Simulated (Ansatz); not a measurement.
Born–Oppenheimer molecular dynamics of H3S2Si (6 atoms, charge 0, multiplicity 2). It starts at the highest image of a converged band, a first-order saddle point between two minima.

All numbers below come from UKS BHLYP-D4/def2-SVP (Ansatz 0.2.0).

| Item | Value |
| --- | --- |
| ensemble | NVE (velocity Verlet) |
| time step | 0.5 fs |
| steps asked | 200 |
| starting velocities drawn for | 100 K |
| seed | 10827 |

Frames 2.5 fs apart, positions in Å, forces in eV/Å.

Velocities at 55.0 fs (Å/ps):

```
Si -5.09 2.79 -4.94
S 0.45 -2.40 -2.31
S 3.35 0.56 6.32
H -2.74 11.19 -3.51
H -4.84 -12.97 -8.33
H 28.49 -17.46 22.06
```

```xyz
6
Properties=species:S:1:pos:R:3:forces:R:3 time_fs=55.0 energy_less_start_eV=-0.241 T=568
Si -0.532 -0.353 -0.948 -1.29 0.73 0.43
S -0.441 0.315 1.127 -3.84 0.00 -1.14
S 1.192 -0.919 1.572 1.02 -1.76 0.71
H -1.661 0.475 -1.530 0.29 -0.39 0.07
H 0.703 0.017 -1.599 0.75 0.04 -0.33
H 1.095 0.407 1.367 3.07 1.39 0.26
6
Properties=species:S:1:pos:R:3:forces:R:3 time_fs=57.5 energy_less_start_eV=-0.785 T=1618
Si -0.546 -0.345 -0.960 -0.86 0.69 0.46
S -0.443 0.308 1.121 -2.93 -0.32 -1.15
S 1.201 -0.919 1.588 0.43 -0.62 0.42
H -1.659 0.491 -1.536 0.22 -0.29 0.02
H 0.712 -0.015 -1.629 0.41 -0.02 -0.18
H 1.256 0.404 1.431 2.74 0.57 0.43
6
Properties=species:S:1:pos:R:3:forces:R:3 time_fs=60.0 energy_less_start_eV=-1.550 T=3094
Si -0.561 -0.336 -0.971 0.26 0.42 0.36
S -0.451 0.302 1.112 -1.55 -0.66 -0.91
S 1.211 -0.920 1.605 0.34 2.17 0.00
H -1.646 0.491 -1.542 -0.12 0.02 -0.14
H 0.743 -0.047 -1.669 -0.32 -0.12 0.19
H 1.577 0.427 1.520 1.39 -1.83 0.51
6
Properties=species:S:1:pos:R:3:forces:R:3 time_fs=62.5 energy_less_start_eV=-1.926 T=3820
Si -0.577 -0.326 -0.981 1.00 0.04 0.22
S -0.462 0.294 1.101 -0.13 -0.67 -0.45
S 1.222 -0.917 1.623 0.97 3.12 -0.03
H -1.639 0.492 -1.556 -0.37 0.27 -0.24
H 0.757 -0.087 -1.698 -0.69 -0.10 0.38
H 1.977 0.349 1.637 -0.77 -2.65 0.11
6
Properties=species:S:1:pos:R:3:forces:R:3 time_fs=65.0 energy_less_start_eV=-1.904 T=3780
Si -0.590 -0.316 -0.991 0.72 -0.15 0.07
S -0.473 0.285 1.089 0.83 -0.34 -0.02
S 1.235 -0.909 1.640 1.50 2.08 0.17
H -1.653 0.508 -1.584 -0.21 0.19 -0.10
H 0.733 -0.132 -1.706 -0.48 0.02 0.28
H 2.333 0.121 1.760 -2.37 -1.80 -0.40
6
Properties=species:S:1:pos:R:3:forces:R:3 time_fs=67.5 energy_less_start_eV=-1.621 T=3233
Si -0.602 -0.306 -1.000 -0.31 -0.17 0.06
S -0.482 0.275 1.078 1.30 0.15 0.23
S 1.250 -0.897 1.657 1.28 0.06 0.37
H -1.677 0.534 -1.616 0.18 -0.06 0.16
H 0.683 -0.176 -1.699 0.24 0.16 -0.09
H 2.554 -0.211 1.861 -2.69 -0.15 -0.74
6
Properties=species:S:1:pos:R:3:forces:R:3 time_fs=70.0 energy_less_start_eV=-1.133 T=2290
Si -0.615 -0.297 -1.010 -1.01 -0.23 0.10
S -0.489 0.266 1.067 1.47 0.66 0.31
S 1.268 -0.885 1.676 -0.09 -2.02 0.47
H -1.692 0.557 -1.640 0.39 -0.17 0.29
H 0.646 -0.211 -1.696 0.78 0.24 -0.37
H 2.621 -0.552 1.918 -1.53 1.52 -0.81
6
Properties=species:S:1:pos:R:3:forces:R:3 time_fs=72.5 energy_less_start_eV=-0.580 T=1222
Si -0.629 -0.288 -1.019 -0.51 -0.41 -0.12
S -0.494 0.257 1.056 1.52 0.98 0.24
S 1.285 -0.876 1.695 -2.25 -3.15 0.56
H -1.685 0.572 -1.647 0.25 -0.02 0.21
H 0.652 -0.232 -1.713 0.40 0.22 -0.16
H 2.602 -0.806 1.929 0.57 2.38 -0.73
6
Properties=species:S:1:pos:R:3:forces:R:3 time_fs=75.0 energy_less_start_eV=-0.300 T=681
Si -0.644 -0.280 -1.028 0.54 -0.69 -0.34
S -0.495 0.251 1.046 1.60 0.97 0.09
S 1.298 -0.873 1.715 -2.97 -3.09 1.01
H -1.665 0.586 -1.643 -0.08 0.28 -0.02
H 0.679 -0.239 -1.739 -0.35 0.19 0.23
H 2.610 -0.922 1.893 1.26 2.34 -0.97
6
Properties=species:S:1:pos:R:3:forces:R:3 time_fs=77.5 energy_less_start_eV=-0.495 T=1059
Si -0.659 -0.273 -1.039 1.02 -0.80 -0.39
S -0.493 0.246 1.036 1.74 0.71 0.05
S 1.306 -0.876 1.737 -1.61 -2.52 1.35
H -1.648 0.617 -1.639 -0.26 0.42 -0.13
H 0.689 -0.236 -1.752 -0.66 0.16 0.38
H 2.681 -0.900 1.800 -0.24 2.03 -1.25
6
Properties=species:S:1:pos:R:3:forces:R:3 time_fs=80.0 energy_less_start_eV=-0.941 T=1919
Si -0.671 -0.268 -1.050 0.55 -0.56 -0.31
S -0.489 0.243 1.026 1.84 0.31 0.22
S 1.311 -0.884 1.762 -0.15 -1.44 0.83
H -1.645 0.670 -1.642 -0.06 0.19 0.01
H 0.662 -0.223 -1.744 -0.34 0.12 0.18
H 2.738 -0.757 1.634 -1.85 1.38 -0.93
6
Properties=species:S:1:pos:R:3:forces:R:3 time_fs=82.5 energy_less_start_eV=-1.406 T=2816
Si -0.683 -0.264 -1.061 -0.37 -0.17 -0.04
S -0.480 0.240 1.017 1.79 -0.11 0.50
S 1.316 -0.894 1.788 0.52 -0.02 -0.34
H -1.645 0.735 -1.643 0.23 -0.17 0.23
H 0.617 -0.202 -1.726 0.38 0.08 -0.23
H 2.689 -0.534 1.415 -2.56 0.39 -0.12
```

Of the whole run (100 fs, mean temperature of the second half 2006 K): The conserved energy stayed within 0.68 meV per atom of its start (net change 0.015 meV per atom), so the integration is sound. The system heated up, since it started high on the potential surface and ran downhill. A run of 0.1 ps of so small a system gives no equilibrium averages.

The run took 5.3 min on 2 threads of Arm Neoverse V2 (shared host), peak memory 0.18 GiB.
